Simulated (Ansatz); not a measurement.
Start from `CCC(C)CC(C)C` and change one atom or group to get `CCCCC(C)CC`.

Ansatz, PBE0-D4/def2-TZVP geometries, multiplicity 1. Each molecule was computed in one conformer, which needn't be the lowest.

```
                                          property  `CCC(C)CC(C)C`
              HOMO–LUMO gap (PBE0/def2-TZVPP) / eV            9.58
size of the dipole moment (ωB97M-V/def2-TZVPP) / D            0.14
             HOMO–LUMO gap (B3LYP/def2-TZVPP) / eV            9.08
               LUMO energy (B3LYP/def2-TZVPP) / eV            0.81
             HOMO energy (ωB97M-V/def2-TZVPP) / eV          -10.73
    size of the dipole moment (PBE/def2-TZVPP) / D            0.15
```

What does the change do to each property? (Estimate.)

Ansatz gave: 
```json
{"property": "HOMO–LUMO gap (PBE0/def2-TZVPP) / eV", "`CCCCC(C)CC`": "9.63", "shift": "0.05"}
{"property": "size of the dipole moment (ωB97M-V/def2-TZVPP) / D", "`CCCCC(C)CC`": "0.08", "shift": "-0.06"}
{"property": "HOMO–LUMO gap (B3LYP/def2-TZVPP) / eV", "`CCCCC(C)CC`": "9.14", "shift": "0.06"}
{"property": "LUMO energy (B3LYP/def2-TZVPP) / eV", "`CCCCC(C)CC`": "0.81", "shift": "0.00"}
{"property": "HOMO energy (ωB97M-V/def2-TZVPP) / eV", "`CCCCC(C)CC`": "-10.80", "shift": "-0.07"}
{"property": "size of the dipole moment (PBE/def2-TZVPP) / D", "`CCCCC(C)CC`": "0.08", "shift": "-0.07"}
```

Dipoles are sizes alone; their direction can turn.

B3LYP here is the variant with VWN-RPA as its local correlation; programs differ in this.
